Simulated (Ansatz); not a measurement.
# hcp Ti

Computed with r²SCAN-D4 (PAW; Ansatz, a quantum-chemistry and plane-wave program).

Numerical settings: plane-wave cutoff 560 eV, 24×24×12 k mesh (along the axes of the cell as run), Fermi–Dirac smearing 0.05 eV, no spin polarisation, scalar-relativistic PAW data made under PBE.

Cell (relaxed at this level):

```
CELL_PARAMETERS angstrom
      1.46535    -2.53807     0.00000
      1.46535     2.53807     0.00000
      0.00000     0.00000     4.63072
ATOMIC_POSITIONS crystal
  Ti 0.33333 0.66667 0.25000
  Ti 0.66667 0.33333 0.75000
```

* **bulk modulus B0**: 118 GPa
* **band gap**: none
* **pressure derivative B′ of the bulk modulus**: 3.5

Measured, for comparison: bulk modulus 108 GPa (zero-point energy and finite temperature contributions removed; as tabulated in doi:10.1021/acs.jctc.3c00612). Computed (rounded) less measured: bulk modulus +9 %.

Note: the bulk modulus comes from volumes at which shape and atoms were relaxed.

Cost on a shared machine: about 3 core-minutes (a rough figure).
